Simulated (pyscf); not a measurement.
Structures and frequencies: ωB97X-D3(BJ)/def2-SVP in PySCF.

Question: PBE/def2-TZVP puts the barrier of H₃C–Al(CH₃)–Cl + H• → CH₄ + [H₃C–Al–Cl]• (substitution at C; doublet surface; Al–C broken, C–H formed) at 53.0 kJ/mol and the reaction energy at -119.2 kJ/mol, from the separated reactants. What do r²SCAN/def2-TZVP, M06-2X/def2-TZVP, ωB97M-D3(BJ)/def2-TZVP give on the same structures?

Answer: r²SCAN: ΔE‡ = 55.8 kJ/mol, ΔE = -118.6 kJ/mol; M06-2X: ΔE‡ = 88.4 kJ/mol, ΔE = -113.3 kJ/mol; ωB97M-D3(BJ): ΔE‡ = 96.9 kJ/mol, ΔE = -103.5 kJ/mol. PBE's barrier lies under all of them, by 2.8 to 43.9 kJ/mol. Its reaction energy matches one of them and lies within 15.7 kJ/mol of the others. The same reactants have a lower exit, to •H₂C–Al(CH₃)–Cl + H₂ (barrier +40.9 kJ/mol at ωB97M-D3(BJ)/def2-TZVP, against +96.9 kJ/mol here). This is the saddle that the search found; another between the same sides may lie lower. The angle at the attacked C is 162°.
